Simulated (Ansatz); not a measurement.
Reaction: COS (SMILES O=C=S) → COS+ (parent SMILES O=C=S, doublet) + e-
Each species at its own B3LYP-D3(BJ)/def2-TZVP minimum (Ansatz, a program for electronic structure).

Total energies in hartree (Ansatz). Radicals and triplets start from unrestricted determinants; spin-orbit coupling is neglected. Cores are frozen in correlated methods. No relativity. The UHF reference of COS+ (parent SMILES O=C=S, doublet) is spin-contaminated (<S^2> up to 0.08 over the pure value in the sets run). The spin of COS+ (parent SMILES O=C=S, doublet) was assumed, and the state is the lowest solution found for it.

```csv
species,HF/cc-pV(T+d)Z,CCSD(T)/cc-pV(T+d)Z,HF/cc-pV(Q+d)Z,CCSD(T)/cc-pV(Q+d)Z,CCSDT(Q)/cc-pV(T+d)Z
"1: COS (sulfanylidenemethanone, SMILES C(=O)=S)",-510.34174,-510.92169,-510.35367,-510.97233,-510.92435
"2: COS+ (parent SMILES O=C=S, doublet)",-509.97754,-510.51655,-509.98948,-510.56242,-510.51988
```

Work out the adiabatic ionisation energy (electronic) in eV: take Hartree-Fock from cc-pV(Q+d)Z, extrapolate the CCSD(T) correlation energy as X^-3 (X = 3, 4), and add CCSDT(Q) - CCSD(T) in cc-pV(T+d)Z. 1 hartree = 27.211 eV.


Species 1: correlation (64·(-0.61866) - 27·(-0.57995))/37 = -0.64691; step -0.00266; E1 = -510.35367 + (-0.64691) + (-0.00266) = -511.00324
Species 2: correlation (64·(-0.57294) - 27·(-0.53901))/37 = -0.59770; step -0.00333; E2 = -509.98948 + (-0.59770) + (-0.00333) = -510.59051
-1·E1 +1·E2 = 0.41273 hartree = 11.23 eV.
